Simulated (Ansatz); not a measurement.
**H2SO (triplet): from Hartree-Fock to the top rungs at distance O1–H3 along a hydrogen transfer = 1.098 Å, cc-pVTZ**

Aim: climb from Hartree-Fock through coupled cluster and multireference methods for H2SO (triplet) at one geometry and basis, and see what each rung misses.

Method: cc-pVTZ, correlated electrons: outside noble gas; program: Ansatz 0.2.0, Gaussian basis.

To be run: UHF; CCSD(T) on ROHF; CCSD(T) on UHF; BCCD(T) on ROHF; CCSDT(Q) on ROHF; CCSDT(Q) on UHF; CASSCF and NEVPT2, 4 electrons in 4 orbitals; CASSCF and NEVPT2, 14 electrons in 10 orbitals.

## Step 1: What is computed

The geometry derives from fragments relaxed apart (PBE0/def2-TZVP) and kept rigid, so it is no stationary point. A hydrogen atom is moved between rigid fragments.

4 atoms, charge 0, spin multiplicity 3.

Atoms are counted from 1 here; the program's logs count them from 0.

Bond lengths: O1–H2 0.960 Å, O1–H3 1.098 Å, H3–S4 1.564 Å. Angles: H2–O1–H3 105.1°, O1–H3–S4 180.0°.

Geometry (Å):

```xyz
4

O    -0.8777   -0.2316    0.0000
H    -1.1270    0.6949    0.0000
H     0.2203   -0.2316    0.0000
S     1.7843   -0.2316    0.0000
```

In the tables R marks a restricted open-shell determinant and U an unrestricted one; 'pair' is the active space of 4 electrons in 4 orbitals; 'valence' is the active space of 14 electrons in 10 orbitals; correlation energies count from the lowest restricted Hartree-Fock solution.

## Step 2: UHF

in.yaml reads:

```yaml
crystal:
  periodic: [false, false, false]
  atoms:
    - {symbol: O, position_ang: [-0.877673, -0.231644, 0.000000]}
    - {symbol: H, position_ang: [-1.126982, 0.694932, 0.000000]}
    - {symbol: H, position_ang: [0.220327, -0.231644, 0.000000]}
    - {symbol: S, position_ang: [1.784327, -0.231644, 0.000000]}
basis:
  gaussian: {orbitals: cc-pVTZ}
magnetization: {spin_polarized: true, initial_magnetization: 2}
hamiltonian: {xc: hf}
output: {orbitals: {seedname: orbitals}}
```

On the command line:

```sh
$ ansatz run in.yaml --threads 1 --pin off --events-out ev --progress --plain --max-ram 4096MiB --backend cpu
```

Further steps of the session: CCSD(T) on ROHF; CCSD(T) on UHF; BCCD(T) on ROHF; CCSDT(Q) on ROHF; CCSDT(Q) on UHF; CASSCF and NEVPT2, 4 electrons in 4 orbitals; CASSCF and NEVPT2, 14 electrons in 10 orbitals.

Before running them: what should the planned runs give, taken together? Wanted: correlation energy, UCCSDT(Q); RMP2 from UCCSDT(Q); UMP2 from UCCSDT(Q); RCCSD from UCCSDT(Q); RCCSD(T) from UCCSDT(Q); UCCSD(T) from UCCSDT(Q); RCCSDT(Q) from UCCSDT(Q); NEVPT2 pair from UCCSDT(Q); NEVPT2 valence from UCCSDT(Q).

The runs gave:

```
                                      quantity                      value
                 correlation energy, UCCSDT(Q)                -12.3044 eV
                           RMP2 from UCCSDT(Q)            +25.90 kcal/mol
                           UMP2 from UCCSDT(Q)            +28.45 kcal/mol
                          RCCSD from UCCSDT(Q)            +11.26 kcal/mol
                       RCCSD(T) from UCCSDT(Q)             +1.12 kcal/mol
                       UCCSD(T) from UCCSDT(Q)             +1.18 kcal/mol
                      RCCSDT(Q) from UCCSDT(Q)             +0.07 kcal/mol
                    NEVPT2 pair from UCCSDT(Q)            +27.70 kcal/mol
                 NEVPT2 valence from UCCSDT(Q)            +44.48 kcal/mol
levels of the table within 1 kcal/mol (43 meV)  RCCSDT, UCCSDT, RCCSDT(Q)
                                 T1 diagnostic                      0.024
                effectively unpaired electrons                       2.01
```

In words: RCCSD(T) lands +1.12 kcal/mol from the yardstick (0.4 % of the correlation energy). One determinant dominates. Of the multireference levels listed NEVPT2 pair comes nearest in total energy (+27.70 kcal/mol), which doesn't show that its space is the better one. These misses are within one basis, not against nature; the frozen cores of restricted and unrestricted runs differ, which can shift their rows.
